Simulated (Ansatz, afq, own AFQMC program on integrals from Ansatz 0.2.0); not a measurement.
Two steps: Ansatz 0.2.0 writes the Fock matrix and Cholesky factors of the valence space, and afq projects on them the lowest state that overlaps trial and start.

```yaml
crystal:
  periodic: [false, false, false]
  atoms:
    - {symbol: B, position_ang: [-0.270721, 0.000000, 0.646265]}
    - {symbol: C, position_ang: [0.232450, 0.000000, -0.728716]}
    - {symbol: H, position_ang: [0.133813, 0.000000, 1.751707]}
basis:
  gaussian: {orbitals: 6-31G}
magnetization: {spin_polarized: false}
correlation: {method: ccsd_t, electrons: outside_noble_gas, hamiltonian_folder: ham}
```

```sh
$ ansatz run in.yaml --threads 1 --pin off --events-out ev --progress --plain --max-ram 16896MiB --backend cuda --devices 0, --max-vram 18GiB
```

Options of the walk:

```
--method phaseless --trial cisd --walkers 4000 --populations 20 --least-time 60 --time-step 0.005 --steps-per-block 50 --equilibration-blocks 28 --max-blocks 4000 --target-error 0.00017 --factor-cut 1e-05 --seed 2242 --release-times 0.24,0.51,0.99,1.62,2.4 --release-step 0.03 --release-every 3 --taylor-order 6
```

Times are imaginary, in 1/Eh. The walk had a cap of 122 s. With eight or more populations the least sampling time is a fifth of least-time, and the error comes from their spread.

afq prints:

```
orbitals 18  electrons 4 4  factors 113 of 285
reference energy -62.85299307 Eh
CCSD correlation -0.14904576 Eh in 21 cycles, weight of the determinant in the CISD state 0.7736
energy of the start -63.002055 Eh
 block  time / (1/Eh)  mean weight  energy / Eh
     1     0.250  1.0000  -63.000801
     2     0.500  1.0000  -63.001457
     3     0.750  0.9999  -63.002790
     4     1.000  1.0001  -63.003644
     5     1.250  0.9999  -63.004719
    10     2.500  0.9999  -63.007275
    25     6.250  0.9999  -63.008686
    37     9.250  0.9999  -63.008222
    40    10.000  1.0001  -63.008768
    55    13.750  1.0002  -63.011440
    70    17.500  1.0000  -63.010579
    85    21.250  1.0002  -63.010251
   100    25.000  1.0001  -63.008460
   106    26.500  1.0000  -63.012104
   115    28.750  0.9999  -63.011414
   130    32.500  1.0001  -63.010075
   136    34.000  1.0001  -63.011444
error from the spread of 20 populations
released: time / (1/Eh)  energy / Eh  error  mean overlap
  0.24  -63.010675  0.000158  1.0000
  0.51  -63.010921  0.000161  1.0003
  0.99  -63.011206  0.000223  0.9989
  1.62  -63.011362  0.000189  1.0010
  2.40  -63.010951  0.000276  1.0044
energy -63.010263 +/- 0.000167 Eh
(rows thinned)
```

The run passed its tests (sampling time, drift between the halves within three errors, error under three times the target), which doesn't prove that it has relaxed.

Against this walk (error 4.5 meV) on the same determinant: CCSD(T) 32.7 meV higher, CCSDT(Q) 37.4 meV lower, CCSDTQ 26.9 meV lower, full CI 28.5 meV lower. The error is statistical and leaves out the bias of the constraint. Released to 2.40 1/Eh the energy lies 19 ± 9 meV (both errors) below the phaseless value, which shows part or all of the bias of the constraint, and full CI lies 9.8 meV below the released value. Full CI is exact here, so the walk's 29 meV above it is the walk's own error: the bias of the constraint with this trial. The determinant is a poor start (see the cautions), so the low cluster orders aren't to be relied on, and full CI is the sure value.

Cautions: constraint bias not in the error; higher spins were not checked; restricted determinant unstable towards unrestricted (UHF 1.22 eV lower, ⟨S²⟩ 1.24); strong correlation (T1 0.093, weight of the determinant 0.77, largest double 0.16); CCSDTQ on the UHF determinant differs (1.01 eV lower), perhaps since the unrestricted series falls towards higher spin.

The walk took 25 s on 1 × NVIDIA H100 80GB HBM3 with 2 threads of AMD EPYC 7R13 Processor (Zen 3), with other jobs on the host (the card was shared). The log's last line is the phaseless energy.

CCSDT and higher add their correlation energy to the determinant of the CCSD(T) run, since their own runs factorise the integrals more tightly (a shift of under 2 meV). A walk keeps the symmetry of its determinant, which the program's search chose and which needn't be the lowest solution, so a lower state of the same spin and another symmetry isn't excluded.
